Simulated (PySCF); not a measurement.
**hydrogen fluoride and chloride**

The system is a cluster of hydrogen fluoride and chloride, charge -1, singlet.

Parts: 1 = hydrogen fluoride (F), atoms 1–2; 2 = chloride ([Cl-]), atoms 3, charge -1.

```xyz
3

F     0.3786   -0.0709   -0.0015
H    -0.5492    0.2428    0.0191
Cl   -2.3342    0.8427    0.0592
```
(Å; atoms numbered from 1)

In these coordinates H2···Cl3 is 1.884 Å. Part 2 is then moved rigidly along that line, all else held; at short range other atoms may come into contact.

The starting structure comes from a short search with a few starts; no frequency run checks that it is a minimum, and another way of binding may lie lower.

Computed with PySCF: CCSD(T)/aug-cc-pVDZ and MP2/aug-cc-pVTZ counterpoise interaction energy, frozen core, gas phase. The geometry comes from PBE0-D3(BJ)/def2-SVPD.

Counterpoise energies in kcal/mol, cluster less the parts frozen as they stand in it; small is aug-cc-pVDZ, large aug-cc-pVTZ. Estimated limit: HF in aug-cc-pVTZ, MP2 correlation extrapolated as X⁻³ from aug-cc-pVDZ and aug-cc-pVTZ, and CCSD(T) less MP2 in aug-cc-pVDZ; it isn't the exact limit.

**Question.** How do the values run over the points 1.696, 1.790, 1.884, 2.072, 2.355, 2.826, 3.768?

**Answer.** 
| H2···Cl3 (Å) | HF large | MP2 large | SCS-MP2 large | CCSD(T) small | CCSD(T) limit est. |
| --- | --- | --- | --- | --- | --- |
| 1.696 | -19.13 | -22.76 | -21.24 | -20.10 | -22.65 |
| 1.790 | -21.41 | -24.46 | -23.13 | -22.19 | -24.40 |
| 1.884 | -22.52 | -25.07 | -23.92 | -23.12 | -25.05 |
| 2.072 | -22.60 | -24.36 | -23.50 | -22.92 | -24.40 |
| 2.355 | -20.34 | -21.29 | -20.72 | -20.44 | -21.34 |
| 2.826 | -15.57 | -15.77 | -15.49 | -15.47 | -15.78 |
| 3.768 | -9.12 | -8.89 | -8.81 | -8.77 | -8.84 |

The 7 runs took 42 s in all, one thread each of Arm Neoverse V1 on a shared host, launched as `OMP_NUM_THREADS=1 python cluster_run.py task.json out`.
